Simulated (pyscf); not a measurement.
Single points on ωB97X-D3(BJ)/def2-SVP structures (PySCF, gas phase).

**Question.** F–Si(SiH₃)(SiH₃)–SiH₃ + methyl (CH₃•) -> F–Si•(SiH₃)–SiH₃ + methylsilane (H₃C–SiH₃)
Surface: doublet. Broken: Si–Si. Formed: C–Si. Give ΔE‡ and ΔE from ωB97M-D3(BJ)/def2-TZVP, relative to the separated reactants.

**Answer.** ΔE‡ = 0.28 eV, ΔE = -0.83 eV. Zero-point energy shifts the barrier by +0.11 eV. It is a substitution at Si, with an imaginary mode of 497i cm⁻¹. One saddle was located; it need not be the lowest between these sides. The angle at the attacked Si is 178°.
